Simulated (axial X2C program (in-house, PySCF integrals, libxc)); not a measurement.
Ionising MgB

Calculated with an axial X2C code built on PySCF integrals, spin-free (one-electron X2C) or two-component (2c: spin–orbit coupling with atomic mean-field Coulomb and Gaunt terms, which also bring small scalar terms), in Dyall basis sets with cores contracted in-house; open shells are unrestricted.

Basis sets: B dyall-v3z, Mg dyall-cv3z.

```tsv
Hamiltonian	level	MgB state	Re (Å)	ωe (cm⁻¹)	De (eV)
spin-free	HF	M_S = 1/2, Λ = 1	2.319	434.4	0.33
spin-free	PBE0	M_S = 1/2, Λ = 1	2.369	369.6	0.62
2c	HF	Ω = 1/2	2.320	434.3	0.29
2c	PBE0	Ω = 1/2	2.369	369.6	0.63
```

Adiabatic ionisation energy (minimum to minimum, no zero-point term) and constants of MgB⁺:

| Hamiltonian | level | MgB⁺ state | IE (eV) | Re (Å) | ωe (cm⁻¹) | De (eV) | fragments |
| --- | --- | --- | --- | --- | --- | --- | --- |
| spin-free | HF | M_S = 0, Λ = 0 | 6.67 | 2.613 | 327.9 | 0.27 | Mg+ + B |
| spin-free | PBE0 | M_S = 0, Λ = 0 | 6.66 | 2.567 | 343.8 | 1.51 | Mg+ + B |
| 2c | HF | Ω = 0 | 6.67 | 2.614 | 327.8 | 0.27 | Mg+ + B |
| 2c | PBE0 | Ω = 0 | 6.66 | 2.567 | 343.7 | 1.51 | Mg+ + B |

Question: Add the zero-point terms to the ionisation energy at PBE0, 2c, and say whether the electron removed was bonding.

Answer: IE0 = IE + (ωe⁺ − ωe)/2 = 6.66 + (-0.002) = 6.66 eV. Re changes by 0.198 Å, so the bond lengthens, as on loss of a bonding electron.

Question: Close the cycle De(MgB⁺) + IE(MgB) = De(MgB) + IE(Mg) to find the atomic ionisation energy at PBE0, 2c.

Answer: IE(Mg) = 1.51 + 6.66 − 0.63 = 7.54 eV, for the determinants used.

Each entry is the lowest single determinant of a limited PBE0 search at one distance. De goes to single-determinant-based atoms at the same level (for ions the charge split of lowest energy) and is withheld (n/a) where an atom does not fit its ground term or J level. Main or longest-lived isotopes. One determinant is a doubtful description, or other states lie close, for MgB; these need not be ground states, and all values refer to the states named. Some light 2c atoms are not at their ground J level, so De misses part of their lowering (0.04 eV or less). The functionals have no current term, which raises determinants with orbital currents. Where the atoms have a lower orbital projection than the molecule, De at mean-field level may be about a tenth of an eV too small.
